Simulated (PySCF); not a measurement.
Ligands exchanged one at a time, Al H-Cl. Gas-phase values, no solvent. Strings in code marks are SMILES.

The HOMO–LUMO gap from two functionals at the same geometries (PBE0-D3(BJ)/def2-TZVP), both in PySCF: PBE-D3(BJ)/def2-TZVP and ωB97X-D3(BJ)/def2-TZVP. 

```
species                                         PBE-D3(BJ)/def2-TZVP (eV)
----------------------------------------------  -------------------------
0 of 3 H replaced by Cl (`[AlH3]`)                                   4.77
1 of 3 H replaced by Cl (`[AlH2][Cl]`)                               4.87
2 of 3 H replaced by Cl (`[Cl][AlH][Cl]`)                            5.75
3 of 3 H replaced by Cl (`[Cl][Al]([Cl])[Cl]`)                       5.84
```

What does ωB97X-D3(BJ)/def2-TZVP give for each?


- 0 of 3 H replaced by Cl (`[AlH3]`): 11.24
- 1 of 3 H replaced by Cl (`[AlH2][Cl]`): 11.31
- 2 of 3 H replaced by Cl (`[Cl][AlH][Cl]`): 12.29
- 3 of 3 H replaced by Cl (`[Cl][Al]([Cl])[Cl]`): 12.63
Over these rows, drawn at random from the members with no instability flagged (it was tested for open shells, ions and some series alone), PBE minus ωB97X-D3(BJ): mean -6.56 eV, from -6.79 eV to -6.44 eV.
